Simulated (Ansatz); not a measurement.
Process, species as SMILES: [C-]#[NH+] (C-NH) + 3 [H][H] (H2) → C (CH4) + N (NH3)
B3LYP-D3(BJ)/def2-TZVP geometries, fixed; electronic energies without zero-point terms.

How fast the energy of full hydrogenation converges with the basis for several methods (Ansatz, an electronic-structure program): deviation from each method's own reference, in kcal/mol. References: B2PLYP -92.06 kcal/mol, the value in aug-pcseg-3; B3LYP -91.79 kcal/mol, the value in aug-pcseg-3; CCSD(T) -91.84 kcal/mol, Hartree-Fock in cc-pVQZ plus the correlation part extrapolated as X^-3 from cc-pVTZ and cc-pVQZ; HF -88.02 kcal/mol, the value in aug-cc-pVQZ; MP2 -93.49 kcal/mol, Hartree-Fock in aug-cc-pVQZ plus the correlation part extrapolated as X^-3 from aug-cc-pVTZ and aug-cc-pVQZ; PBE -96.85 kcal/mol, the value in aug-pcseg-3. Cartesian d functions, on some or all atoms, in 6-31G*; all else is spherical. In correlated methods cores are frozen. No added dispersion term, no relativity. 

```
basis        functions  B2PLYP  B3LYP  CCSD(T)     HF    MP2    PBE
-----------  ---------  ------  -----  -------  -----  -----  -----
def2-SV(P)          30   11.13   7.92    21.09   3.95  19.25   9.49
6-31G*              32    4.40   1.49    14.23  -2.40  11.99   2.62
def2-SVP            34    1.23   0.28     4.01  -3.41   3.72   1.03
pcseg-1             34    3.82   2.59     6.69   0.30   6.76   3.27
6-311+G**           50    1.46  -0.04     5.77  -1.01   4.89  -0.03
def2-TZVP           68    3.28   2.21     6.04   1.37   5.93   2.31
def2-TZVPPD        105    0.03  -0.22     0.66  -0.29   0.38  -0.20
aug-cc-pVTZ        138   -0.17  -0.30     0.03  -0.43   0.01  -0.27
```

Mean absolute deviation over 6-311+G**, def2-TZVP, def2-TZVPPD, aug-cc-pVTZ: B3LYP 0.69, PBE 0.70, HF 0.78, B2PLYP 1.24, MP2 2.80, CCSD(T) 3.12 kcal/mol.
